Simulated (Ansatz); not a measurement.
**Li₂⁻, doublet: the ladder up to full CI**

Geometry: a point of a stretch scan, not a stationary point.

```yaml
atoms:
  - { symbol: Li, position_ang: [0.0000, 0.0000, 0.0000] }
  - { symbol: Li, position_ang: [0.0000, 0.0000, 2.5020] }
```

Basis aug-cc-pVTZ; Ansatz 0.2.0. Only valence electrons are correlated (noble-gas cores frozen), which leaves 3 electrons in 90 orbitals. Prefix R: restricted or restricted open-shell reference; prefix U: unrestricted. Active spaces: valence = (3e, 8o) chosen from the atoms' valence shells. The metal's outer-core shells are frozen, which leaves out core–valence correlation.

Full CI is exact within this basis and frozen core; it isn't the basis-set limit. The frozen core follows each run's orbitals, which can shift R against U totals by a few meV.

Unrestricted rows (U) aren't spin-pure: their determinants' ⟨S²⟩ exceeds S(S+1) by up to 0.51, so they mix in states of higher spin.

* UHF ⟨S²⟩: 1.263
* T1 diagnostic (RCCSD): 0.1018
* largest doubles amplitude (RCCSD): 0.101
* T1 diagnostic (UCCSD): 0.1522

| level | E − E(full CI) (meV) | share of correlation (%) | wall time |
| --- | --- | --- | --- |
| RHF | 1259 | 0.00 | – |
| UHF | 921 | 26.88 | – |
| RMP2 | 449 | 64.36 | – |
| UMP2 | 547 | 56.52 | – |
| RCCSD | 73 | 94.18 | – |
| UCCSD | 50 | 96.02 | – |
| RCCSD(T) | 21 | 98.34 | 54 s |
| UCCSD(T) | 21 | 98.31 | 78 s |
| BCCD(T) | 22 | 98.22 | 46 s |
| RCCSDT | 0 | 100.00 | 2.2 min |
| UCCSDT | 0 | 99.98 | 2.8 min |
| CASSCF (valence space) | 139 | 88.94 | – |
| NEVPT2 (valence space) | 47 | 96.23 | 11 s |

The correlation energy at full CI, counted from RHF, is -1.259 eV. That run took 38 s on 1 thread of Arm Neoverse V1, shared host over 46,950 determinants.

Times hold each run's SCF and search for its determinant on a shared host, so for small cases they say little of a method's own cost; they ran on 1 thread of Arm Neoverse V1. Some runs computed forces too.

The full-CI state has the irrep B1u of D2h, in the program's axes (one component, if the state is degenerate).

Natural occupations of full CI about the gap: 1.744 0.961 0.097 0.068 0.068 0.017 0.013 0.013 0.008 0.002; effectively unpaired electrons, Σ n²(2−n)², 1.27.
